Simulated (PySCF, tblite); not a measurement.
Species: C₆H₁₀.
Numbering: `[CH:1]#[C:2][C@@H:3]([CH3:4])[CH2:5][CH3:6]` (hydrogens: H7 on C1; H8 on C3; H9, H10, H11 on C4; H12, H13 on C5; H14, H15, H16 on C6)

Computed with GFN2-xTB (tblite), gas phase: nudged elastic band of 9 images (0 to 8), spring 0.2 eV/Å², climbing image at the end, force threshold 0.05 eV/Å. The top image wasn't refined or checked by frequencies; at this threshold it can lie a kcal/mol or more above the true saddle point of the method.

Path: rotation about C3–C5 (propargylic carbon, chain CH2 carbon), followed by the dihedral C4–C3–C5–C6.

Image 0 (start, dihedral -174°):
```
atom  x, y, z in Å
C1      0.920    2.293    0.661
C2      0.706    1.246    0.123
C3      0.462   -0.043   -0.501
C4      1.720   -0.910   -0.400
C5     -0.741   -0.733    0.160
C6     -2.035    0.042   -0.058
H7      1.103    3.217    1.122
H8      0.231    0.129   -1.560
H9      2.567   -0.409   -0.864
H10     1.562   -1.864   -0.900
H11     1.964   -1.101    0.644
H12    -0.841   -1.738   -0.256
H13    -0.550   -0.830    1.231
H14    -1.944    1.049    0.343
H15    -2.266    0.116   -1.119
H16    -2.865   -0.455    0.440
```

Image 8 (end, +0.026 eV, dihedral -67°):
```
atom  x, y, z in Å
C1      1.795    1.995    1.277
C2      1.131    1.303    0.562
C3      0.337    0.442   -0.298
C4      1.214   -0.700   -0.820
C5     -0.888   -0.067    0.480
C6     -1.891   -0.798   -0.404
H7      2.375    2.610    1.899
H8     -0.011    1.042   -1.149
H9      2.111   -0.299   -1.288
H10     0.678   -1.293   -1.555
H11     1.517   -1.347    0.001
H12    -0.550   -0.729    1.281
H13    -1.380    0.791    0.946
H14    -2.208   -0.163   -1.229
H15    -1.465   -1.710   -0.813
H16    -2.771   -1.069    0.176
```

**Question.** What do the inner images look like?

**Answer.** 
Image 1: +0.018 eV, dihedral -161°
```
atom  x, y, z in Å
C1      1.043    2.280    0.760
C2      0.764    1.268    0.186
C3      0.448    0.009   -0.466
C4      1.683   -0.895   -0.461
C5     -0.736   -0.671    0.241
C6     -2.069   -0.043   -0.145
H7      1.284    3.174    1.254
H8      0.168    0.221   -1.506
H9      2.524   -0.395   -0.936
H10     1.472   -1.816   -1.001
H11     1.958   -1.142    0.562
H12    -0.744   -1.732   -0.018
H13    -0.595   -0.596    1.321
H14    -2.064    1.022    0.080
H15    -2.256   -0.170   -1.210
H16    -2.885   -0.508    0.403
```

Image 2: +0.054 eV, dihedral -147°
```
atom  x, y, z in Å
C1      1.170    2.268    0.850
C2      0.830    1.289    0.250
C3      0.435    0.066   -0.427
C4      1.636   -0.878   -0.518
C5     -0.741   -0.599    0.315
C6     -2.090   -0.139   -0.223
H7      1.464    3.132    1.366
H8      0.116    0.326   -1.444
H9      2.471   -0.389   -1.016
H10     1.365   -1.769   -1.082
H11     1.952   -1.175    0.479
H12    -0.662   -1.683    0.212
H13    -0.672   -0.366    1.379
H14    -2.176    0.944   -0.159
H15    -2.204   -0.434   -1.265
H16    -2.902   -0.584    0.347
```

Image 3: +0.088 eV, dihedral -133°
```
atom  x, y, z in Å
C1      1.296    2.249    0.933
C2      0.898    1.306    0.313
C3      0.422    0.128   -0.391
C4      1.579   -0.859   -0.573
C5     -0.753   -0.519    0.377
C6     -2.094   -0.246   -0.292
H7      1.642    3.082    1.469
H8      0.074    0.442   -1.382
H9      2.410   -0.383   -1.089
H10     1.248   -1.715   -1.157
H11     1.927   -1.205    0.398
H12    -0.594   -1.597    0.437
H13    -0.772   -0.137    1.399
H14    -2.262    0.825   -0.386
H15    -2.121   -0.690   -1.285
H16    -2.907   -0.671    0.293
```

Image 4 (top): +0.102 eV, dihedral -120°
```
atom  x, y, z in Å
C1      1.418    2.222    1.011
C2      0.964    1.317    0.373
C3      0.408    0.191   -0.358
C4      1.511   -0.836   -0.625
C5     -0.770   -0.432    0.426
C6     -2.080   -0.359   -0.349
H7      1.815    3.020    1.564
H8      0.040    0.565   -1.321
H9      2.343   -0.376   -1.155
H10     1.122   -1.655   -1.226
H11     1.882   -1.233    0.318
H12    -0.542   -1.476    0.650
H13    -0.888    0.084    1.381
H14    -2.318    0.673   -0.598
H15    -2.013   -0.932   -1.272
H16    -2.898   -0.763    0.245
```

Image 5: +0.090 eV, dihedral -106°
```
atom  x, y, z in Å
C1      1.532    2.184    1.084
C2      1.022    1.321    0.430
C3      0.392    0.256   -0.330
C4      1.436   -0.809   -0.674
C5     -0.793   -0.341    0.461
C6     -2.049   -0.475   -0.392
H7      1.979    2.943    1.653
H8      0.013    0.691   -1.264
H9      2.271   -0.366   -1.212
H10     0.992   -1.587   -1.292
H11     1.818   -1.258    0.241
H12    -0.510   -1.322    0.848
H13    -1.014    0.293    1.323
H14    -2.341    0.494   -0.793
H15    -1.882   -1.157   -1.223
H16    -2.875   -0.858    0.204
```

Image 6: +0.060 eV, dihedral -92°
```
atom  x, y, z in Å
C1      1.638    2.133    1.154
C2      1.071    1.320    0.483
C3      0.373    0.323   -0.309
C4      1.354   -0.777   -0.721
C5     -0.822   -0.246    0.483
C6     -2.001   -0.590   -0.419
H7      2.134    2.847    1.740
H8     -0.007    0.817   -1.212
H9      2.198   -0.352   -1.261
H10     0.862   -1.508   -1.358
H11     1.735   -1.281    0.165
H12    -0.500   -1.139    1.023
H13    -1.144    0.485    1.228
H14    -2.329    0.290   -0.969
H15    -1.733   -1.364   -1.135
H16    -2.840   -0.949    0.174
```

Image 7: +0.034 eV, dihedral -79°
```
atom  x, y, z in Å
C1      1.731    2.069    1.219
C2      1.110    1.316    0.528
C3      0.352    0.389   -0.296
C4      1.273   -0.740   -0.767
C5     -0.855   -0.151    0.490
C6     -1.941   -0.700   -0.427
H7      2.275    2.732    1.823
H8     -0.017    0.939   -1.171
H9      2.129   -0.334   -1.302
H10     0.739   -1.418   -1.428
H11     1.639   -1.300    0.091
H12    -0.515   -0.935    1.171
H13    -1.273    0.653    1.100
H14    -2.281    0.069   -1.119
H15    -1.576   -1.546   -1.004
H16    -2.797   -1.033    0.157
```

The largest changes of bonds and angles from start to top: C3–C5 1.536 → 1.547 Å, H12–C5–H13 107.9 → 107.1°, C3–C5–H13 109.0 → 109.6°, C3–C5–H12 108.7 → 109.3°. GFN2-xTB torsional profiles can miss by a kcal/mol or more and can put conformers in the wrong order.

**Question.** What do single points at PBE0/pcSseg-1 (PySCF, no dispersion term) give on some images?

**Answer.** 
```json
{"image": "0", "GFN2-xTB E (eV)": "0.000", "DFT E (eV)": "0.000", "HOMO (eV)": "-7.69", "LUMO (eV)": "1.12", "dipole (D)": "0.70"}
{"image": "2", "GFN2-xTB E (eV)": "0.054", "DFT E (eV)": "0.082", "HOMO (eV)": "-7.66", "LUMO (eV)": "1.23", "dipole (D)": "0.77"}
{"image": "4", "GFN2-xTB E (eV)": "0.102", "DFT E (eV)": "0.159", "HOMO (eV)": "-7.63", "LUMO (eV)": "1.25", "dipole (D)": "0.81"}
{"image": "6", "GFN2-xTB E (eV)": "0.060", "DFT E (eV)": "0.097", "HOMO (eV)": "-7.64", "LUMO (eV)": "1.22", "dipole (D)": "0.80"}
{"image": "8", "GFN2-xTB E (eV)": "0.026", "DFT E (eV)": "0.033", "HOMO (eV)": "-7.65", "LUMO (eV)": "1.19", "dipole (D)": "0.80"}
```

Energies count from image 0 at each level. At the GFN2-xTB top the DFT energy is 3.7 kcal/mol against 2.3; the geometries weren't optimised at the DFT level.

What follows is the cost of the whole band run. The run took 2.2 s of wall time on an Intel Xeon Platinum 8488C with one thread, no GPU, shared host with 192 logical CPUs at a one-minute load of 71, and the process peaked at 0.18 GiB of memory.
